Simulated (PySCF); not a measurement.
# CH2NO (H2NCO+): the cost of one run

The runs use PySCF 2.14.0, with density-fitted response routines of our own; the level of theory stands in each step. All values are computed, except where a source is named. Atoms count from 0, in the outputs and in this text.

**1. Starting geometry**

5 atoms, charge 1, multiplicity 1; geometry from: GFN2-xTB. The atoms were then displaced at random by about 0.01 Å, so the start is not that level's minimum.

Bonds of the start (Å): N0–C1 1.22, C1–O2 1.10, N0–H3 1.04, N0–H4 1.02.

**2. Geometry optimisation at PBE0-D3(BJ)/def2-TZVP**

Job settings and geometry (Å):

```
{"job": {"xc": "PBE0", "basis": "def2-TZVP", "d3": "d3bj", "grid": 2, "shake": 0.01, "kind": "geom"}, "charge": 1, "multiplicity": 1}
N     -0.483270    -0.011250    -0.020040
C      0.738570    -0.023630     0.024140
O      1.842020    -0.051410     0.060800
H     -0.991580     0.898360    -0.043890
H     -1.072170    -0.846030    -0.058900
```

On the command line:

```bash
$ OMP_NUM_THREADS=1 python probes_run.py task.json out
```

The driver reads the jobs from task.json and runs them one after another.

Q: Estimate the wall time and peak memory of this first job on 1 thread of Arm Neoverse N1, shared host.

About 34 s, with a peak of 0.41 GiB.
